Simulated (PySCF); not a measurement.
Isomers of C2H3N. Gas-phase values, no solvent. Strings in code marks are SMILES.

Computed with r2SCAN-D4/def2-TZVP (PySCF). Excitations are Tamm–Dancoff values on a coarser integration grid. The basis has no diffuse functions, so Rydberg states are missing or too high.

| species | dipole moment (D) | S1 excitation (TDA) (eV) | S1 oscillator strength | HOMO (eV) |
|---|---|---|---|---|
| `C#CN` | 1.95 | 6.04 | 0.001 | -5.50 |
| `C=C=N` | 1.46 | 5.08 | 0.001 | -5.96 |
| `CC#N` | 4.06 | 8.39 | 0.003 | -8.35 |
